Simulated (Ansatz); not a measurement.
Total energies of C₃H₃F₃ (`F/C=C(\F)CF`).

```
atom   x (Å)   y (Å)   z (Å)
  F1  -1.259   0.768  -2.094
  C2  -0.392   0.725  -1.084
  C3  -0.392  -0.263  -0.207
  F4  -1.263  -1.273  -0.284
  C5   0.532  -0.401   0.952
  F6   1.410   0.652   0.997
  H7   0.303   1.550  -1.037
  H8  -0.039  -0.425   1.887
  H9   1.101  -1.333   0.869
```

The species carries charge 0 and has multiplicity 1. All single points use the PBE0-D4/def2-TZVP geometry. It is one conformer, not always the lowest. Basis def2-TZVPP, Ansatz.

RPA on PBE orbitals: Hartree–Fock energy of these orbitals -413.72351 Eh, correlation -1.87374 Eh (frozen core).

```json
{"functional": "LDA (SPW92)", "kind": "LDA", "energy without D4 (Eh)": "-412.81784", "D4 term (kJ/mol)": "–"}
{"functional": "PBE", "kind": "GGA", "energy without D4 (Eh)": "-415.35231", "D4 term (kJ/mol)": "-13.9"}
{"functional": "revPBE", "kind": "GGA", "energy without D4 (Eh)": "-415.64739", "D4 term (kJ/mol)": "-50.2"}
{"functional": "BLYP", "kind": "GGA", "energy without D4 (Eh)": "-415.71518", "D4 term (kJ/mol)": "-31.6"}
{"functional": "r2SCAN", "kind": "meta-GGA", "energy without D4 (Eh)": "-415.59025", "D4 term (kJ/mol)": "-3.5"}
{"functional": "B97M-V", "kind": "meta-GGA with VV10", "energy without D4 (Eh)": "-415.67600", "D4 term (kJ/mol)": "–"}
{"functional": "PBE0", "kind": "global hybrid, 25 % exact exchange", "energy without D4 (Eh)": "-415.35830", "D4 term (kJ/mol)": "-11.5"}
{"functional": "B3LYP", "kind": "global hybrid, 20 %", "energy without D4 (Eh)": "-415.78616", "D4 term (kJ/mol)": "-22.2"}
{"functional": "r2SCANh", "kind": "meta-GGA hybrid, 10 %", "energy without D4 (Eh)": "-415.56759", "D4 term (kJ/mol)": "-3.6"}
{"functional": "r2SCAN0", "kind": "meta-GGA hybrid, 25 %", "energy without D4 (Eh)": "-415.53516", "D4 term (kJ/mol)": "-4.0"}
{"functional": "HSE06 (plane-wave form)", "kind": "screened hybrid", "energy without D4 (Eh)": "-415.34007", "D4 term (kJ/mol)": "-10.6"}
{"functional": "BHLYP", "kind": "global hybrid, 50 %", "energy without D4 (Eh)": "-415.60064", "D4 term (kJ/mol)": "-14.9"}
{"functional": "CAM-B3LYP", "kind": "range-separated hybrid", "energy without D4 (Eh)": "-415.65551", "D4 term (kJ/mol)": "-11.4"}
{"functional": "LC-ωPBE", "kind": "long-range corrected hybrid", "energy without D4 (Eh)": "-415.54083", "D4 term (kJ/mol)": "–"}
{"functional": "ωB97X-V", "kind": "range-separated hybrid GGA with VV10", "energy without D4 (Eh)": "-415.64785", "D4 term (kJ/mol)": "–"}
{"functional": "ωB97M-V", "kind": "range-separated hybrid meta-GGA with VV10", "energy without D4 (Eh)": "-415.66353", "D4 term (kJ/mol)": "–"}
{"functional": "B2PLYP", "kind": "double hybrid", "energy without D4 (Eh)": "-415.52034", "D4 term (kJ/mol)": "–"}
{"functional": "PBE-QIDH", "kind": "double hybrid", "energy without D4 (Eh)": "-415.29981", "D4 term (kJ/mol)": "–"}
```

B3LYP takes the VWN-RPA correlation (the form of Gaussian; ORCA's B3LYP/G). HSE06 is the plane-wave form, built on full-range PBE exchange. The double hybrids freeze the cores in their second-order part.

LC-ωPBE has ω = 0.4 bohr⁻¹.
